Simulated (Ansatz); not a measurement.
Born–Oppenheimer molecular dynamics of BFH4 (6 atoms, charge 0, multiplicity 1). It starts at the highest image of a converged band, a first-order saddle point between two minima.

Level of theory: RKS PBE/def2-SVP in Ansatz.

```yaml
ensemble: NVE (velocity Verlet)
time_step: 0.5 fs
steps_asked: 200
starting_velocities_drawn_for: 100 K
seed: 7171
```

Frames 0.5 fs apart, positions in Å.

Velocities at 30.0 fs (Å/ps):

```
B -9.29 -0.64 -0.94
F 3.69 0.40 0.56
H 10.69 7.01 -2.99
H 2.09 3.75 -9.31
H 34.11 -15.40 3.01
H -16.73 3.89 8.94
```

```xyz
6
Properties=species:S:1:pos:R:3 time_fs=30.0 energy_less_start_eV=-0.119 T=330
B -0.411 0.123 -0.255
F 1.390 0.140 0.027
H -0.452 -0.514 -1.309
H -0.705 1.307 -0.258
H 1.178 -0.480 0.734
H -0.585 -0.522 0.766
6
Properties=species:S:1:pos:R:3 time_fs=30.5 energy_less_start_eV=-0.120 T=333
B -0.416 0.122 -0.256
F 1.392 0.141 0.027
H -0.447 -0.510 -1.310
H -0.704 1.309 -0.263
H 1.196 -0.487 0.735
H -0.594 -0.521 0.770
6
Properties=species:S:1:pos:R:3 time_fs=31.0 energy_less_start_eV=-0.122 T=336
B -0.420 0.122 -0.256
F 1.394 0.141 0.027
H -0.442 -0.506 -1.310
H -0.703 1.310 -0.267
H 1.213 -0.493 0.735
H -0.603 -0.519 0.776
6
Properties=species:S:1:pos:R:3 time_fs=31.5 energy_less_start_eV=-0.124 T=340
B -0.425 0.122 -0.257
F 1.395 0.141 0.028
H -0.437 -0.501 -1.310
H -0.702 1.311 -0.271
H 1.231 -0.497 0.733
H -0.612 -0.517 0.781
6
Properties=species:S:1:pos:R:3 time_fs=32.0 energy_less_start_eV=-0.126 T=345
B -0.430 0.121 -0.258
F 1.397 0.141 0.028
H -0.433 -0.497 -1.310
H -0.701 1.312 -0.275
H 1.250 -0.501 0.730
H -0.621 -0.516 0.787
6
Properties=species:S:1:pos:R:3 time_fs=32.5 energy_less_start_eV=-0.128 T=348
B -0.434 0.121 -0.259
F 1.399 0.141 0.029
H -0.429 -0.492 -1.310
H -0.699 1.312 -0.279
H 1.268 -0.503 0.725
H -0.631 -0.514 0.792
6
Properties=species:S:1:pos:R:3 time_fs=33.0 energy_less_start_eV=-0.129 T=349
B -0.439 0.121 -0.260
F 1.401 0.141 0.030
H -0.425 -0.487 -1.309
H -0.698 1.312 -0.283
H 1.287 -0.504 0.720
H -0.641 -0.512 0.796
6
Properties=species:S:1:pos:R:3 time_fs=33.5 energy_less_start_eV=-0.127 T=346
B -0.444 0.120 -0.260
F 1.403 0.141 0.030
H -0.422 -0.483 -1.308
H -0.697 1.311 -0.286
H 1.306 -0.504 0.715
H -0.651 -0.509 0.800
6
Properties=species:S:1:pos:R:3 time_fs=34.0 energy_less_start_eV=-0.124 T=339
B -0.448 0.120 -0.261
F 1.405 0.140 0.031
H -0.419 -0.479 -1.308
H -0.696 1.311 -0.289
H 1.325 -0.504 0.709
H -0.661 -0.506 0.803
6
Properties=species:S:1:pos:R:3 time_fs=34.5 energy_less_start_eV=-0.119 T=331
B -0.453 0.120 -0.262
F 1.407 0.140 0.032
H -0.416 -0.476 -1.308
H -0.695 1.310 -0.292
H 1.343 -0.505 0.704
H -0.671 -0.503 0.805
6
Properties=species:S:1:pos:R:3 time_fs=35.0 energy_less_start_eV=-0.115 T=323
B -0.457 0.119 -0.262
F 1.409 0.140 0.032
H -0.414 -0.473 -1.308
H -0.694 1.309 -0.295
H 1.362 -0.507 0.699
H -0.681 -0.499 0.805
6
Properties=species:S:1:pos:R:3 time_fs=35.5 energy_less_start_eV=-0.113 T=319
B -0.462 0.119 -0.263
F 1.411 0.140 0.033
H -0.412 -0.470 -1.309
H -0.693 1.309 -0.297
H 1.381 -0.509 0.696
H -0.691 -0.494 0.804
```

Of the whole run (100 fs, mean temperature of the second half 124 K): The conserved energy stayed within 0.041 meV per atom of its start (net change 0.036 meV per atom), so the integration is sound. A run of 0.1 ps of so small a system gives no equilibrium averages. The orbitals stay closed-shell, which can raise the energy where a bond breaks towards radicals; this wasn't checked here.

Time of the run: 2.3 min on 1 CPU thread of a shared host.
